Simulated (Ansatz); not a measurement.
## Relative stability

Two relaxed structures of CH5OSi (charge -1), singlet (PBE0-D4/def2-TZVPD; forces vanish, vibrations not checked).

A:

C1  (0.097, 0.649, -0.511)
O2  (0.927, 0.361, -1.662)
Si3  (0.039, -0.469, 0.872)
H4  (1.845, 0.489, -1.406)
H5  (-0.028, 1.722, -0.333)
H6  (-0.904, 0.083, 1.911)
H7  (1.274, -0.868, 1.728)
H8  (-0.443, -1.872, 0.550)
(Å)

B:

```xyz
8
angstrom
C -0.5512 0.6069 -0.8029
O 0.8970 0.2655 -0.8517
Si 0.2998 -0.4094 0.5734
H -1.0822 0.1815 -1.6674
H -0.6953 1.6975 -0.7872
H 0.0047 0.3791 1.8426
H 1.6504 -1.0318 1.0513
H -0.5233 -1.6892 0.6418
```

Program: Ansatz 0.2.0. Basis: def2-TZVPPD. Cores are frozen in the correlated methods. B3LYP uses VWN-RPA correlation.

(1) Which structure is lower at CCSD(T), and by how much? (To be estimated.)

No T1 diagnostic of these runs exceeds 0.014.

## Answers

(1) By the calculation: B, by 28.43 kcal/mol (electronic energy, against the other). By their contacts, A is CH₅OSi ([OH][CH][SiH3]), total charge -1 and B is CH₅OSi ([CH2]1[O][SiH3]1), total charge -1.

All methods give the same order:

| method | E(B) − E(A) (kcal/mol) |
| --- | --- |
| PBE-D4 | -26.95 |
| r2SCAN-D4 | -29.66 |
| PBE0-D4 | -27.85 |
| B3LYP-D4 | -26.89 |
| wB97M-V | -28.12 |
| HF | -27.10 |
| MP2 | -29.84 |
| CCSD | -28.33 |
| CCSD(T) | -28.43 |

Labels in which every atom is bracketed show which atoms are joined, not bond orders.

For scale, one of the runs: CCSD(T)/def2-TZVPPD, 210 basis functions, launched by `ansatz run in.yaml --threads 2 --pin off --events-out ev --progress --plain --max-ram 4352MiB`. The run took 53 s on 2 CPU threads of an Intel Xeon Platinum 8259CL (shared host), with 2.9 GiB of host memory at its peak.
